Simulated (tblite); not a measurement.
Start geometry of `C/C(Cl)=C\F` from a force field or distance geometry (Å):
```
atom  x, y, z in Å
C1    -1.1099   -0.0816   -0.1061
C2     0.2565    0.4372    0.0399
Cl3    0.4811    2.1632    0.1893
C4     1.3127   -0.3668    0.0778
F5     1.2315   -1.7254   -0.0050
H6    -1.7833    0.5735    0.5207
H7    -1.2671   -1.1153    0.2175
H8    -1.4080    0.0425   -1.1632
H9     2.2999    0.0786    0.2038
```

Q: What comes out of this run: tblite 0.8.0, GFN2-xTB geometry optimisation, gas phase?

A: 
```
atom  x, y, z in Å
C1    -1.1460   -0.0491   -0.1206
C2     0.2591    0.4245    0.0088
Cl3    0.4862    2.1376   -0.0323
C4     1.3324   -0.3402    0.1490
F5     1.2285   -1.6803    0.1904
H6    -1.7550    0.3581    0.6849
H7    -1.1736   -1.1348   -0.0804
H8    -1.5692    0.2884   -1.0654
H9     2.3510    0.0017    0.2404
```

The energy falls by 0.177 eV over 40 L-BFGS steps, the largest force on an atom goes from 2.07 to 0.006 eV/Å, and the atoms move by 0.205 Å rms after alignment. The bond that changes most is C1–H6 (allylic carbon to methyl hydrogen), which shortens by 0.041 Å. Bonds longer at the end by more than 0.005 Å: 1 of 8; shorter: 6. Among the angles that change most is C2–C4–H9, from 118.4° to 126.2°. Among the dihedrals that turn most is H7–C1–C2–Cl3, from -155° to 180°. Rotational constants go from 8076, 2365, 1851 to 7844, 2451, 1889 MHz. The orientation of the end geometry is arbitrary; only internal coordinates are fixed.

Its GFN2-xTB frequencies are all real (lowest 133 cm⁻¹).

All values are computed, not measured.
